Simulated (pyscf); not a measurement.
This saddle point was located with ωB97X-D3(BJ)/def2-SVP in PySCF.

```
Mo
F 1 1.8121
F 1 1.8124 2 147.80
F 1 1.8192 2 105.71 3 167.18
F 1 1.8424 2 88.33 4 108.49
H 1 1.6675 2 80.06 5 137.08
F 6 1.3202 1 85.94 2 102.77
```

Surface: singlet, charge 0. Lowest wavenumbers (cm⁻¹): 1037i, 82, 127, 202, 231.

Q: Name the species on either side of this saddle.

A: F–MoH(F)(F)(F)–F (SMILES [F][MoH]([F])([F])([F])[F]) ⇌ HF (SMILES F) + F–Mo(F)(F)–F (SMILES [F][Mo]([F])([F])[F]) [singlet], a 1,1-elimination read from left to right: F–Mo, H–Mo broken and F–H formed. At ωB97M-D3(BJ)/def2-TZVP it lies +0.74 eV from the left side and +0.89 eV from the right (each side as separated species at their lowest minima found). On the product side the descent ends in an adduct with a F–Mo contact, 0.20 eV under the separated species and 0.98 eV under the saddle at ωB97X-D3(BJ)/def2-TZVP. What is counted as broken (F–Mo) persists as a longer contact in the product adduct; parting that adduct is a step of its own. F–Mo(F)(F)–F [singlet] is an excited spin state, 0.63 eV over the triplet at ωB97X-D3(BJ)/def2-TZVP. One saddle was located; it need not be the lowest between these sides. A restricted singlet here is unstable towards spin polarisation, as is usual where a triplet lies low; its energy is less safe. Elements past Kr carry the def2 core potentials, without spin-orbit coupling.
